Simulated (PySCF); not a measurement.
## [CH3O2S]-: core ionisation energies

CH3O2S (charge -1).
SMILES with atom numbers: `[CH3:1][S@:2](=[O:3])[O-:4]`

Geometry (GFN2-xTB, Å), atoms numbered from 1 in this order:
```xyz
7
CH3O2S angstrom
C     -0.794   -0.018    0.080
S      1.109    0.154    0.404
O      1.481    1.212   -0.582
O      1.597   -1.199    0.002
H     -1.268    0.933    0.303
H     -1.183   -0.800    0.727
H     -0.938   -0.279   -0.962
```

Theory: delta-SCF UKS SCAN, pcX-2 on the ionised atom, pcseg-1 elsewhere, spin-free X2C in PySCF 2.14.0. Each binding energy is the total energy of the core-ionised species, with the hole localised on one atom, minus that of the ground state; both are solved self-consistently, so orbital relaxation is included.

List the computed XPS lines with their assignment.

```
atom(s)  bonded to  level  binding energy (eV)  count
     C1  S and 3 H   C 1s               285.09      1
  O3/O4          S   O 1s               530.53      2
     S2  2 O and C   S 1s              2474.49      1
```

Which effective nuclear charge Zeff reproduces each element's mean 1s value in the hydrogen-like formula E = 13.606 eV × Zeff²?

C (Z = 6): mean 285.1 eV, Zeff = 4.58, Z − Zeff = 1.42; O (Z = 8): mean 530.5 eV, Zeff = 6.24, Z − Zeff = 1.76; S (Z = 16): mean 2474.5 eV, Zeff = 13.49, Z − Zeff = 2.51. Means run over the listed sites, weighted by atom count.

Give the binding energy of C 1s of C1 in hartree and in kJ/mol.

285.09 eV = 10.4769 Eh = 27507 kJ/mol.

Atoms equivalent by their bonding share one computed value, that of the first of them. Not every level is listed. The species carries charge -1, so core ionisation leaves a neutral species. The basis sets have no added diffuse functions. Isolated species at its GFN2-xTB geometry, gas phase.
